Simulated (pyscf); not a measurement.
Single points on ωB97X-D3(BJ)/def2-SVP structures (PySCF, gas phase).

Question: Estimate by transition-state theory (the high-pressure limit) the rate constant of HO–Nb(OH)(F)(F)–F (SMILES [OH][Nb]([OH])([F])([F])[F]) -> O=Nb(F)(F)–F (SMILES [O]=[Nb]([F])([F])[F]) + H₂O (SMILES O) (singlet surface; H–O, Nb–O broken, H–O formed) at 600 K, with ωB97M-D3(BJ)/def2-TZVP energies (ideal gas, 1 atm, RRHO with modes under 100 cm⁻¹ raised to 100, one conformer, R ln 2 for chiral ones without a mode under 150 cm⁻¹; no tunnelling).

Answer: The electronic barrier is 23.4 kcal/mol and the thermal terms add +0.7, so ΔG‡ = 24.1 kcal/mol. With k_BT/h = 1.25e+13 s⁻¹ and RT = 1.192 kcal/mol, k = 2.1e+04 s⁻¹, a half-life of 3.3e-05 s through this channel alone. Wigner's tunnelling factor for 1502i cm⁻¹ would be 1.54, likely too low at so high a frequency. A shift of 1 kcal/mol in the barrier changes k by a factor 2.3. On the product side the descent ends in an adduct with a Nb–O contact, 20.1 kcal/mol under the separated species and 28.6 kcal/mol under the saddle at ωB97X-D3(BJ)/def2-TZVP. What is counted as broken (Nb–O) persists as a longer contact in the product adduct; parting that adduct is a step of its own. At the saddle there is also a short H–Nb contact that neither side keeps. This is the saddle that the search found; another between the same sides may lie lower. Elements past Kr carry the def2 core potentials, without spin-orbit coupling.
